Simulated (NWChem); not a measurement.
Program: NWChem. System: Be (+1), charge 1, spin multiplicity 2. Its SCF solution wasn't tested for a lower state. Level: UHF/def2-TZVP.

Job file:

```
start mol
memory heap 200 mb stack 900 mb global 1100 mb
charge 1
geometry units angstroms nocenter noautoz
  Be     0.000000     0.000000     0.000000
  symmetry group D2h
end
basis spherical
  * library def2-tzvp
end
scf
  uhf
  nopen 1
  maxiter 100
  thresh 1e-7
  semidirect memsize 60000000 filesize 0
  # guess.movecs holds the orbitals of an unrestricted PBE0 run
  vectors input guess.movecs output mol.movecs
end
task scf energy
```

Output (cleaned and shortened):

```
             Northwest Computational Chemistry Package (NWChem) 7.3.0
             --------------------------------------------------------

                                NWChem Input Module
                                -------------------

 Scaling coordinates for geometry "geometry" by  1.889725989
 (inverse scale =  0.529177249)

                             Geometry "geometry" -> ""
                             -------------------------

 Output coordinates in angstroms (scale by  1.889725989 to convert to a.u.)

  No.       Tag          Charge          X              Y              Z
 ---- ---------------- ---------- -------------- -------------- --------------
    1 Be                   4.0000     0.00000000     0.00000000     0.00000000

 Effective nuclear repulsion energy (a.u.)       0.0000000000

            Nuclear Dipole moment (a.u.)
            ----------------------------
        X                 Y               Z
 ---------------- ---------------- ----------------
     0.0000000000     0.0000000000     0.0000000000

      Symmetry information
      --------------------

 Group name             D2h
 Group number             26
 Group order               8
 No. of unique centers     1

      Symmetry unique atoms

     1


 Summary of "ao basis" -> "" (spherical)
 ------------------------------------------------------------------------------
       Tag                 Description            Shells   Functions and Types
 ---------------- ------------------------------  ------  ---------------------
 *                         def2-tzvp                  on all atoms

 Summary of "ao basis" -> "ao basis" (spherical)
 ------------------------------------------------------------------------------
       Tag                 Description            Shells   Functions and Types
 ---------------- ------------------------------  ------  ---------------------
 Be                        def2-tzvp                 9       19   5s3p1d

                                 NWChem SCF Module
                                 -----------------

  ao basis        = "ao basis"
  functions       =    19
  atoms           =     1
  alpha electrons =     2
  beta  electrons =     1
  charge          =   1.00
  wavefunction    = UHF
  use symmetry    = T
  symmetry adapt  = T

 Summary of "ao basis" -> "ao basis" (spherical)
 ------------------------------------------------------------------------------
       Tag                 Description            Shells   Functions and Types
 ---------------- ------------------------------  ------  ---------------------
 Be                        def2-tzvp                 9       19   5s3p1d

      Symmetry analysis of basis
      --------------------------

        ag          7
        au          0
        b1g         1
        b1u         3
        b2g         1
        b2u         3
        b3g         1
        b3u         3

 Forming initial guess at       0.0s

   Symmetry analysis of molecular orbitals - initial alpha
   -------------------------------------------------------

  Numbering of irreducible representations:

     1 ag          2 au          3 b1g         4 b1u         5 b2g
     6 b2u         7 b3g         8 b3u

  Orbital symmetries:

     1 ag          2 ag          3 b3u         4 b2u         5 b1u
     6 ag          7 b3u         8 b2u         9 b1u        10 b3g
    11 b1g        12 b2g

   Symmetry analysis of molecular orbitals - initial beta
   ------------------------------------------------------

  Numbering of irreducible representations:

     1 ag          2 au          3 b1g         4 b1u         5 b2g
     6 b2u         7 b3g         8 b3u

  Orbital symmetries:

     1 ag          2 ag          3 b2u         4 b1u         5 b3u
     6 ag          7 b2u         8 b1u         9 b3u        10 ag
    11 ag         12 ag

 Starting SCF solution at       0.0s

 ----------------------------------------------
         Quadratically convergent UHF

 Convergence threshold     :          1.000E-07
 Maximum no. of iterations :          100
 Integral*density screening:          1.000E-09
 ----------------------------------------------

              iter       energy          gnorm     gmax       time
             ----- ------------------- --------- --------- --------
                 1      -14.2764964273  1.05D-01  5.06D-02      0.0
                 2      -14.2770445991  3.83D-03  2.95D-03      0.1
                 3      -14.2770497970  2.76D-06  1.62D-06      0.1
                 4      -14.2770497970  4.43D-09  2.42D-09      0.1

       Final UHF  results
       ------------------

         Total SCF energy =    -14.277049796987
      One electron energy =    -17.610461654245
      Two electron energy =      3.333411857258
 Nuclear repulsion energy =      0.000000000000

                       Sz =      0.5000
                 Sz(Sz+1) =      0.7500
                      S^2 =      0.7500

        Time for solution =      0.0s

       Symmetry analysis of molecular orbitals - alpha
       -----------------------------------------------

  Numbering of irreducible representations:

     1 ag          2 au          3 b1g         4 b1u         5 b2g
     6 b2u         7 b3g         8 b3u

  Orbital symmetries:

     1 ag          2 ag          3 b2u         4 b3u         5 b1u
     6 ag          7 b3u         8 b2u         9 b1u        10 b1g
    11 b3g        12 b2g

       Symmetry analysis of molecular orbitals - beta
       ----------------------------------------------

  Numbering of irreducible representations:

     1 ag          2 au          3 b1g         4 b1u         5 b2g
     6 b2u         7 b3g         8 b3u

  Orbital symmetries:

     1 ag          2 ag          3 b3u         4 b2u         5 b1u
     6 ag          7 b3u         8 b2u         9 b1u        10 b1g
    11 b3g        12 b2g

          Final alpha eigenvalues
          -----------------------

              1
    1   -5.1591
    2   -0.6661
    3   -0.2267
    4   -0.2267
    5   -0.2267
    6   -0.0873
    7    0.0597
    8    0.0597
    9    0.0597
   10    0.2076
   11    0.2076
   12    0.2076

          Final beta eigenvalues
          ----------------------

              1
    1   -5.1185
    2   -0.2858
    3   -0.1596
    4   -0.1596
    5   -0.1596
    6   -0.0697
    7    0.0893
    8    0.0893
    9    0.0893
   10    0.2373
   11    0.2373
   12    0.2373

                    UHF Final Alpha Molecular Orbital Analysis
                    ------------------------------------------

 Vector    2  Occ=1.000000D+00  E=-6.660605D-01  Symmetry=ag
              MO Center= -2.7D-39, -5.3D-42, -2.7D-42, r^2= 1.7D+00
   Bfn.  Coefficient  Atom+Function         Bfn.  Coefficient  Atom+Function
  ----- ------------  ---------------      ----- ------------  ---------------
     3      0.725428  1 Be s                  4      0.383621  1 Be s
     2     -0.244331  1 Be s

 Vector    3  Occ=0.000000D+00  E=-2.267194D-01  Symmetry=b2u
              MO Center=  1.3D-43, -5.4D-27,  1.3D-43, r^2= 2.9D+00
   Bfn.  Coefficient  Atom+Function         Bfn.  Coefficient  Atom+Function
  ----- ------------  ---------------      ----- ------------  ---------------
     7      0.617954  1 Be py                13     -0.493582  1 Be py

 Vector    4  Occ=0.000000D+00  E=-2.267194D-01  Symmetry=b3u
              MO Center= -2.8D-24,  6.6D-41,  6.7D-41, r^2= 2.9D+00
   Bfn.  Coefficient  Atom+Function         Bfn.  Coefficient  Atom+Function
  ----- ------------  ---------------      ----- ------------  ---------------
     6      0.617954  1 Be px                12     -0.493582  1 Be px

 Vector    5  Occ=0.000000D+00  E=-2.267194D-01  Symmetry=b1u
              MO Center=  9.5D-34, -1.8D-34, -2.6D-27, r^2= 2.9D+00
   Bfn.  Coefficient  Atom+Function         Bfn.  Coefficient  Atom+Function
  ----- ------------  ---------------      ----- ------------  ---------------
     8      0.617954  1 Be pz                14     -0.493582  1 Be pz

                     UHF Final Beta Molecular Orbital Analysis
                     -----------------------------------------

 Vector    2  Occ=0.000000D+00  E=-2.857587D-01  Symmetry=ag
              MO Center= -5.8D-39,  2.8D-40,  4.7D-41, r^2= 2.6D+00
   Bfn.  Coefficient  Atom+Function         Bfn.  Coefficient  Atom+Function
  ----- ------------  ---------------      ----- ------------  ---------------
     4      0.556353  1 Be s                  3      0.377837  1 Be s
     2     -0.193169  1 Be s                  5      0.173791  1 Be s

 Vector    3  Occ=0.000000D+00  E=-1.596390D-01  Symmetry=b3u
              MO Center= -2.6D-25,  6.2D-44,  6.0D-44, r^2= 3.6D+00
   Bfn.  Coefficient  Atom+Function         Bfn.  Coefficient  Atom+Function
  ----- ------------  ---------------      ----- ------------  ---------------
    12      0.643427  1 Be px                 6     -0.467531  1 Be px

 Vector    4  Occ=0.000000D+00  E=-1.596390D-01  Symmetry=b2u
              MO Center=  1.3D-45, -5.6D-27,  1.3D-45, r^2= 3.6D+00
   Bfn.  Coefficient  Atom+Function         Bfn.  Coefficient  Atom+Function
  ----- ------------  ---------------      ----- ------------  ---------------
    13      0.643427  1 Be py                 7     -0.467531  1 Be py

 center of mass
 --------------
 x =   0.00000000 y =   0.00000000 z =   0.00000000

 moments of inertia (a.u.)
 ------------------
           0.000000000000           0.000000000000           0.000000000000
           0.000000000000           0.000000000000           0.000000000000
           0.000000000000           0.000000000000           0.000000000000

  Mulliken analysis of the total density
  --------------------------------------

    Atom       Charge   Shell Charges
 -----------   ------   -------------------------------------------------------
    1 Be   4     3.00   1.02  0.96  0.67  0.35 -0.00  0.00  0.00 -0.00  0.00

  Mulliken analysis of the alpha density
  --------------------------------------

    Atom       Charge   Shell Charges
 -----------   ------   -------------------------------------------------------
    1 Be   4     2.00   0.52  0.46  0.66  0.35 -0.00  0.00  0.00  0.00  0.00

   Mulliken analysis of the beta density
   -------------------------------------

    Atom       Charge   Shell Charges
 -----------   ------   -------------------------------------------------------
    1 Be   4     1.00   0.50  0.50  0.00 -0.00  0.00  0.00  0.00 -0.00  0.00

   Mulliken analysis of the spin density
   -------------------------------------

    Atom       Charge   Shell Charges
 -----------   ------   -------------------------------------------------------
    1 Be   4     1.00   0.02 -0.04  0.66  0.36 -0.00 -0.00 -0.00  0.00  0.00

       Multipole analysis of the density wrt the origin
       ------------------------------------------------

     L   x y z        total         alpha         beta         nuclear
     -   - - -        -----         -----         ----         -------
     0   0 0 0      1.000000     -2.000000     -1.000000      4.000000

     1   1 0 0     -0.000000     -0.000000     -0.000000      0.000000
     1   0 1 0      0.000000     -0.000000      0.000000      0.000000
     1   0 0 1      0.000000     -0.000000      0.000000      0.000000

     2   2 0 0     -2.186097     -2.108098     -0.077999      0.000000
     2   1 1 0      0.000000      0.000000      0.000000      0.000000
     2   1 0 1      0.000000      0.000000      0.000000      0.000000
     2   0 2 0     -2.186097     -2.108098     -0.077999      0.000000
     2   0 1 1      0.000000      0.000000      0.000000      0.000000
     2   0 0 2     -2.186097     -2.108098     -0.077999      0.000000

 Task  times  cpu:        0.1s     wall:        0.1s

 Total times  cpu:        0.1s     wall:        0.1s
```
